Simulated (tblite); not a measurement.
Isomers of C4H2N (doublet state). Level: GFN2-xTB in tblite, geometry and Hessian alike; calculated harmonic values, unscaled, isolated species. Errors from tens to a few hundred cm⁻¹ against measured bands are possible. One conformer each. Open shells enter through the occupations alone, without spin polarisation, and single modes of such species can be off by tens of per cent.

Electronic energies: GFN2-xTB at the same geometries; isomer energies are rough at this level and their order can be wrong.

```csv
SMILES,"electronic energy, lowest = 0 (kJ/mol)"
N#CC1=[C]C1,180.9
N#CC1=C[CH]1,96.7
C#C[CH]C#N,0.0
```

Task: How do GFN2-xTB zero-point energies change the relative energies?

Result: 
| SMILES | ZPE (kJ/mol) | of it from modes above 1550 cm⁻¹ | electronic (kJ/mol) | with ZPE, lowest = 0 (kJ/mol) | lowest mode (cm⁻¹) | rings |
| --- | --- | --- | --- | --- | --- | --- |
| C#C[CH]C#N | 106.3 | 64.9 | 0.0 | 0.0 | 127 | 0 |
| N#CC1=C[CH]1 | 105.7 | 62.6 | 96.7 | 96.1 | 99 | 1 |
| N#CC1=[C]C1 | 110.2 | 61.2 | 180.9 | 184.9 | 173 | 1 |

The zero-point energies span 4.5 kJ/mol, from `N#CC1=C[CH]1` to `N#CC1=[C]C1`. The order is unchanged.

Task: What do entropy and thermal enthalpy add at 298.15 K and 1 bar (rigid rotor, harmonic oscillator, one conformer each)?

Result: 
```csv
SMILES,point group,symmetry number,S (J/(mol K)),H − H(0) (kJ/mol),ZPE + H − H(0) − TS (kJ/mol)
C#C[CH]C#N,Cs,1,306.9,16.61,31.4
N#CC1=C[CH]1,C2v,2,301.1,16.44,32.4
N#CC1=[C]C1,Cs,1,298.4,15.28,36.5
```

S holds R ln(2S + 1) for the spin.
